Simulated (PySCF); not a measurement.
Problem. What does the PBE0-D3(BJ)/def2-SVP structure of `CS(C)(=O)=O` look like in three dimensions?

Solution. 
```
atom  x, y, z in Å
C1     1.084    0.951    0.171
S2     0.309   -0.527   -0.464
C3    -1.338   -0.500    0.222
O4     1.006   -1.671    0.116
O5     0.187   -0.374   -1.910
H6     0.544    1.836   -0.187
H7     2.100    0.931   -0.247
H8     1.125    0.907    1.267
H9    -1.811   -1.413   -0.166
H10   -1.876    0.386   -0.137
H11   -1.285   -0.540    1.317
```

Orientation and origin are arbitrary. Atoms count from 1 in this order. S2 (sulfonyl sulfur) is distorted tetrahedral (angles from 104.5° to 121.0°).

Bonds between heavy atoms (Å): C1–S2 1.786, S2–C3 1.785, S2=O4 1.460, S2=O5 1.459.

The calculation used PySCF 2.14.0, PBE0-D3(BJ)/def2-SVP geometry optimisation, gas phase.

Point group: C2v (tolerance 0.08 Å). No frequency check.

On one thread, Arm Neoverse N1 (aarch64), on a shared host, this took 50 s wall and 0.44 GiB of memory at its peak. This is the geometry optimisation.
